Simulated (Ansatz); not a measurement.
## B–AlH2, singlet: vertical spin and charge gaps

Geometry (PBE0/def2-TZVP stationary point for this spin, not checked as a minimum):

```xyz
4

B     0.0000    0.0000    1.7315
Al    0.0000    0.0000   -0.5881
H     0.0000   -1.3671   -1.4148
H     0.0000    1.3671   -1.4148
```

Basis 6-31G; Ansatz 0.2.0. Correlated methods freeze the noble-gas cores. Prefix R: restricted or restricted open-shell reference. Active spaces: valence = (8e, 10o) chosen from the atoms' valence shells.

Gaps are energies of the second state less the first, at fixed atoms, for a selection of the levels run; each method lands on the state that its own search finds for that charge and spin.

Triplet less singlet: -0.196 eV at full CI (singlet A1, triplet B1, in C2v).

```tsv
level	gap (eV)	error (meV)
RMP2	-0.404	-208
CISD	-0.264	-68
RCCSD(T)	-0.185	11
CISDTQ	-0.201	-5
RCCSDT(Q)	-0.197	-1
RCCSDTQ	-0.196	0
CASSCF (valence space)	-0.224	-28
NEVPT2 (valence space)	-0.203	-7
MRCISD (valence space)	-0.195	1
MRCISD+Q (valence space)	-0.194	2
```

Removing an electron, to the doublet: 7.015 eV at full CI (singlet A1, doublet ion A1, in C2v).

| level | gap (eV) | error (meV) |
| --- | --- | --- |
| RHF | 6.503 | -512 |
| RMP2 | 6.866 | -149 |
| CISD | 6.922 | -93 |
| RCCSD | 6.997 | -18 |
| RCCSD(T) | 7.010 | -5 |
| BCCD(T) | 7.009 | -6 |
| RCCSDT | 7.010 | -5 |
| CISDTQ | 7.008 | -7 |
| RCCSDT(Q) | 7.013 | -2 |
| RCCSDTQ | 7.015 | 0 |
| CASSCF (valence space) | 6.778 | -237 |
| NEVPT2 (valence space) | 6.936 | -79 |
| MRCISD (valence space) | 7.004 | -11 |
| MRCISD+Q (valence space) | 7.010 | -5 |

Full CI is exact within this basis and frozen core; it isn't the basis-set limit.
